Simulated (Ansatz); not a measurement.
A geometry relaxed with B3LYP-D3(BJ)/def2-TZVP in Ansatz (a quantum-chemistry and plane-wave program), charge 0, multiplicity 1:

```xyz
9

H     -1.2921    -0.3359    -0.9688
H      1.8496    -1.2055    -0.3008
H     -1.7254     0.1920     0.6668
H      0.1415     1.6004    -0.2475
C     -0.9340    -0.2527     0.0575
S      1.6982    -0.0215    -0.9181
H      0.6843     0.6919     1.1522
C      0.3279     0.5928     0.1270
H     -0.7499    -1.2614     0.4318
```

Task: Write the SMILES of this molecule.

Result: `CCS`
